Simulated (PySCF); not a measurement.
BF₃, SMILES FB(F)F.

Geometry optimised at B3LYP-D3(BJ)/def2-TZVP. The isomer is the one that the SMILES or the coordinates give; other isomers of the formula were not compared.

The numbers are results of TDDFT-LC-ωPBE/def2-SVPD (PySCF), not measurements.

Vertical excitations; the highest root listed may be one member of a degenerate set. Gas-phase values at a fixed geometry. State labels are in the subgroup C2v.

Computed lowest excited states:
| state | symmetry | energy (eV) | λ (nm) | f | main pairs |
|---|---|---|---|---|---|
| S1 | A2 | 10.83 | 114 | 0.000 | HOMO→LUMO+1 97 % |
| S2 | B1 | 11.23 | 110 | 0.000 | HOMO→LUMO 90 % |
| S3 | A2 | 11.98 | 103 | 0.000 | HOMO−4→LUMO+1 (degenerate set) |
| S4 | B2 | 11.98 | 103 | 0.000 | HOMO−3→LUMO+1 (degenerate set) |
| S5 | B2 | 12.09 | 103 | 0.000 | HOMO−1→LUMO (degenerate set) |
| S6 | A2 | 12.09 | 103 | 0.000 | HOMO−2→LUMO (degenerate set) |
| S7 | B1 | 12.32 | 101 | 0.010 | HOMO−4→LUMO, HOMO−2→LUMO+1 (degenerate set) |
| S8 | A1 | 12.32 | 101 | 0.010 | HOMO−3→LUMO, HOMO−1→LUMO+1 (degenerate set) |
| S9 | A1 | 12.79 | 97 | 0.256 | HOMO−1→LUMO+1, HOMO−3→LUMO (degenerate set) |
| S10 | B1 | 12.79 | 97 | 0.256 | HOMO−2→LUMO+1, HOMO−4→LUMO (degenerate set) |
| T1 | A2 | 10.57 | 117 | 0 | HOMO→LUMO+1 97 % |
| T2 | B1 | 10.99 | 113 | 0 | HOMO→LUMO 86 % |
| T3 | A1 | 11.15 | 111 | 0 | HOMO−1→LUMO+1 (degenerate set) |
| T4 | B1 | 11.15 | 111 | 0 | HOMO−2→LUMO+1 (degenerate set) |
Triplets are in the Tamm–Dancoff approximation, which puts them higher than full response would, so one can lie above its singlet here.
